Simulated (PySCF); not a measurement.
H3PSi: core ionisation energies

Silylidenephosphane, H₃PSi.
Numbering: `[SiH2:1]=[PH:2]`

Method used: PySCF 2.14.0, delta-SCF UKS SCAN, pcX-2 on the ionised atom, pcseg-1 elsewhere, spin-free X2C. Each binding energy is the total energy of the core-ionised species, with the hole localised on one atom, minus that of the ground state; both are solved self-consistently, so orbital relaxation is included.

Task: Give the core binding energies atom by atom.

Result: 
```json
{"atom(s)": "Si1", "bonded to": "2 H and P (double bond)", "level": "Si 2p3/2", "binding energy (eV)": "107.12", "2p1/2 (eV)": "107.75", "count": "1"}
{"atom(s)": "Si1", "bonded to": "2 H and P (double bond)", "level": "Si 1s", "binding energy (eV)": "1846.90", "2p1/2 (eV)": "–", "count": "1"}
{"atom(s)": "P2", "bonded to": "H and Si (double bond)", "level": "P 2p3/2", "binding energy (eV)": "135.88", "2p1/2 (eV)": "136.77", "count": "1"}
{"atom(s)": "P2", "bonded to": "H and Si (double bond)", "level": "P 1s", "binding energy (eV)": "2149.37", "2p1/2 (eV)": "–", "count": "1"}
```

Task: Which photon wavelength matches the P 2p3/2 of P2 threshold?

Result: λ = hc/E = 12398.42 eV Å / 135.88 eV = 91.245 Å.

Task: Express the binding energy of P 2p3/2 of P2 in atomic units and per mole.

Result: 135.88 eV = 4.9935 Eh = 13110 kJ/mol.

Spin contamination (⟨S²⟩ against 0.75 for a pure doublet) is marked for Si 1s of Si1 (0.89) and Si 2p3/2 of Si1 (0.92), which makes these values less certain. For 2p shells one spin-free hole was relaxed; a mean-field spin–orbit operator and the ground-state splitting of the three 2p orbitals were then diagonalised within the shell. The shell's mean is (2 × 2p3/2 + 2p1/2)/3, and the degeneracies 2j + 1 give areas of 2:1. 2p1/2 minus 2p3/2 (ligand field included): Si 0.63 eV, P 0.89 eV. Isolated species at its PBE0-D3(BJ)/def2-SVP geometry, gas phase.

Hardware: one thread of an Arm Neoverse V1 (shared host). Cost: 7.7 s of wall time.
